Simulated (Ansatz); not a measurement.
# B2H2 (singlet): inputs that go wrong at distance B1–H3 = 2.604 Å

4 inputs are run for B2H2 (singlet) as typed; the log has to tell whether the result can be used and what must change.

Computed with Ansatz 0.2.0, Gaussian basis. Level: the settings change from run to run.

18 further runs of the same task are left out: 17 that didn't finish, 1 set aside as unsound or not needed.

### 1 The system

The geometry derives from a PBE0/def2-TZVP stationary point (not a proven minimum). One bond is set to the value named and the two fragments are kept rigid.

4 atoms, charge 0, spin multiplicity 1.

Atoms are counted from 1 here; the program's logs count them from 0.

Bond lengths: B1–B2 1.762 Å, B1–H4 1.199 Å. Angles: B2–B1–H4 121.3°.

### 2 Attempt 1

in.yaml

```yaml
crystal:
  periodic: [false, false, false]
  atoms:
    - {symbol: B, position_ang: [0.000000, -0.051173, 0.721739]}
    - {symbol: B, position_ang: [0.000000, -0.051173, -1.040725]}
    - {symbol: H, position_ang: [0.000000, 2.172908, 2.076094]}
    - {symbol: H, position_ang: [0.000000, -1.075158, 1.345295]}
basis:
  gaussian: {orbitals: 6-31G}
correlation: {active_space: {window: {electrons: 2, orbitals: 2}}}
accuracy: high
magnetization: {spin_polarized: true, initial_magnetization: 0}
```

Command:

```
> ansatz run in.yaml --threads 1 --pin off --events-out ev --progress --plain --max-ram 2393MiB
```

Standard output:

```text
Error: invalid value for `correlation.active_space`: it starts from restricted Hartree–Fock orbitals; set hamiltonian.xc: hf without magnetization.spin_polarized
```

Wall time 0.03 s (1 thread of Arm Neoverse N1, shared host).

Diagnosis: The run was refused. An active space is asked on unrestricted orbitals. To mend it, drop spin_polarized: true.

### 3 Attempt 2

in.yaml

```yaml
crystal:
  periodic: [false, false, false]
  atoms:
    - {symbol: B, position_ang: [0.000000, -0.051173, 0.721739]}
    - {symbol: B, position_ang: [0.000000, -0.051173, -1.040725]}
    - {symbol: H, position_ang: [0.000000, 2.172908, 2.076094]}
    - {symbol: H, position_ang: [0.000000, -1.075158, 1.345295]}
basis:
  gaussian: {orbitals: "6-31G*"}
correlation: {method: sc_nevpt2, electrons: outside_noble_gas, active_space: {window: {electrons: 6, orbitals: 2}}}
```

Same command.

Standard output:

```text
Functional definition: HF
  name "HF"
  cite "Fock, Z. Phys. 61, 126 (1930) doi:10.1007/BF01340294"
  parent pbe
  exchange = exact_x
  correlation = 0
346 factors; integrals over basis functions are off by at most 7.0e-4 eV
mean field evaluation 1: about -1361.8586 eV, gradient 1.8e1 eV
mean field evaluation 2: about -1361.8586 eV, gradient 1.8e1 eV
mean field evaluation 4: about -1364.8294 eV, gradient 3.3e0 eV
mean field evaluation 8: about -1365.0098 eV, gradient 2.2e-1 eV
mean field evaluation 16: about -1360.9580 eV, gradient 8.0e0 eV
mean field evaluation 32: about -1351.8458 eV, gradient 1.5e1 eV
mean field -1365.01122548 eV, -50.1632372987 hartree, gradient 7.2e-7 eV, S^2 0.000000; 5 other end points of the search recorded, 0 dependent functions left out; unrestricted orbitals would lower it
reference -1365.01122548 eV, -50.1632372987 hartree; 6, 6 occupied and 28, 28 virtual orbitals, 346 factors
Error: 6 electrons in 2 orbitals form no window around the highest filled level of the reference
```

Run time: 0.49 s. Hardware: 1 thread of Arm Neoverse N1, shared host.

**Diagnosis.** The run stopped with an error. The active window can't be built from these electrons and orbitals. Cure: choose counts that fit the spin, the electrons and the basis.

### 4 Attempt 3

in.yaml

```yaml
crystal:
  periodic: [false, false, false]
  atoms:
    - {symbol: B, position_ang: [0.000000, -0.051173, 0.721739]}
    - {symbol: B, position_ang: [0.000000, -0.051173, -1.040725]}
    - {symbol: H, position_ang: [0.000000, 2.172908, 2.076094]}
    - {symbol: H, position_ang: [0.000000, -1.075158, 1.345295]}
basis:
  gaussian: {orbitals: cc-pVDZ, point_charges: [{charge: -0.50, position_ang: [3.290, 0.261, 0.939]}]}
correlation: {method: sc_nevpt2, electrons: outside_noble_gas, active_space: {window: {electrons: 2, orbitals: 7}, states: [{multiplicity: 1, weights: [1, 0.5, 1]}], root: 0}}
accuracy: high
scf: {max_iter: 3}
```

Same command.

Standard output:

```text
Error: invalid value for `basis.gaussian`: such a run doesn't read scf.max_iter; remove what it names
```

Wall time 0.03 s (1 thread of Arm Neoverse N1, shared host).

What is wrong: The run was refused. The input holds a key that the program doesn't read here. Cure: remove it or spell it as the reference does.

### 5 Attempt 4

in.yaml

```yaml
crystal:
  periodic: [false, false, false]
  atoms:
    - {symbol: B, position_ang: [0.000000, -0.051173, 0.721739]}
    - {symbol: B, position_ang: [0.000000, -0.051173, -1.040725]}
    - {symbol: H, position_ang: [0.000000, 2.172908, 2.076094]}
    - {symbol: H, position_ang: [0.000000, -1.075158, 1.345295]}
basis:
  gaussian: {orbitals: def2-TZVP}
magnetization: {spin_polarized: false}
hamiltonian: {pseudopotentials: {relativity: scalar}}
correlation: {method: ccsd_t, frozen_orbitals: {B: 0}}
output: {forces: true}
```

The command is unchanged.

Standard output:

```text
Functional definition: HF
  name "HF"
  cite "Fock, Z. Phys. 61, 126 (1930) doi:10.1007/BF01340294"
  parent pbe
  exchange = exact_x
  correlation = 0
Error: "frozen_orbitals" has no count for H
```

Wall time 0.1 s (1 thread of Arm Neoverse N1, shared host).

What is wrong: The run was refused. The frozen-orbital counts are incomplete or too large. To mend it, leave frozen_orbitals out, or give each element a count that its core has.

### 6 How the runs ended

| attempt | level | ended | cause | time |
| --- | --- | --- | --- | --- |
| 1 | CASSCF(2,2)/6-31G | refused | an active space is asked on unrestricted orbitals | 0.03 s |
| 2 | NEVPT2(6,2)/6-31G* | stopped by an error | the active window can't be built from these electrons and orbitals | 0.49 s |
| 3 | NEVPT2(2,7)/cc-pVDZ | refused | the input holds a key that the program doesn't read here | 0.03 s |
| 4 | CCSD(T) on RHF/def2-TZVP | refused | the frozen-orbital counts are incomplete or too large | 0.1 s |

3 refused, 1 stopped by an error.
